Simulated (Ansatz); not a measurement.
The first iterations of a band of C2H6FNO (11 atoms, charge 0, multiplicity 1).

Level of theory: Ansatz, RKS PBE0-D4/def2-mTZVP.

```yaml
movable_images: 9
climbing_image: yes
spring: 5.0 eV/Å²
optimiser: quadratic models (default)
start_path: through a guess of the saddle point
force_threshold: 0.05 eV/Å
iteration_limit: 60
end_points: relaxed
```

First end point:

```xyz
11
Properties=species:S:1:pos:R:3
N -0.319 1.148 0.875
C -0.560 -0.151 0.406
F 0.074 -1.149 1.215
C -0.015 -0.350 -0.991
O 1.368 -0.076 -1.044
H -0.580 1.263 1.846
H 0.654 1.403 0.746
H -1.626 -0.388 0.456
H -0.506 0.348 -1.671
H -0.236 -1.371 -1.321
H 1.810 -0.736 -0.496
```

Last end point:

```xyz
11
Properties=species:S:1:pos:R:3
N -0.081 0.933 1.134
C -0.509 -0.232 0.482
F 0.006 -1.377 1.148
C -0.014 -0.337 -0.947
O 1.361 -0.032 -1.042
H -0.805 1.525 1.504
H 0.642 1.439 0.642
H -1.596 -0.344 0.526
H -0.540 0.397 -1.563
H -0.236 -1.336 -1.338
H 1.838 -0.694 -0.526
```

| iteration | highest image above the first end (eV) | largest band force component (eV/Å) |
| --- | --- | --- |
| 1 | 0.771 | 3.990 |
| 2 | 0.323 | 1.933 |

**Question.** Does the band converge within its limit, and where does its top end?

**Answer.** The forces met the threshold. It ended after 8 iterations with the highest image 0.179 eV above the first end. The top lies less than 8 meV above the higher end, about what the thresholds resolve: that end is a shoulder or a very shallow well. A vibrational analysis at the climbing image gives one clearly imaginary mode, 359i cm⁻¹: a first-order saddle point.

Time of the run: 4 min on 2 threads of Arm Neoverse V1, on a shared host, peak memory 0.25 GiB.
